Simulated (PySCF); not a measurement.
SMILES [C](=O)C, doublet (B3LYP/def2-SVP optimised geometry):

```
6

C     -0.923    -0.250     0.000
C      0.586    -0.250     0.000
O      1.328    -0.736    -0.781
H     -1.277     0.793     0.000
H     -1.278    -0.708     0.937
H     -1.328    -0.793    -0.871
```

Method: unrestricted B3LYP/def2-TZVP (PySCF 2.14.0).

**Question.** What are the frontier orbital energies (α orbitals alone; a β orbital can be the lowest empty one) and the dipole moment?

**Answer.** HOMO-2 -10.88 eV, HOMO-1 -10.84 eV, HOMO -5.58 eV, LUMO -0.94 eV, LUMO+1 1.03 eV; dipole moment 2.57 D.

On the same geometry unrestricted PBE/def2-TZVP (PySCF) gives HOMO-2 -9.65 eV, HOMO-1 -9.34 eV, HOMO -4.29 eV, LUMO -1.88 eV, LUMO+1 0.60 eV; dipole moment 2.44 D.

Meta-Löwdin charges at B3LYP/def2-TZVP: C1 -0.36, C2 0.22, O3 -0.28, H4 0.15, H5 0.15, H6 0.12.
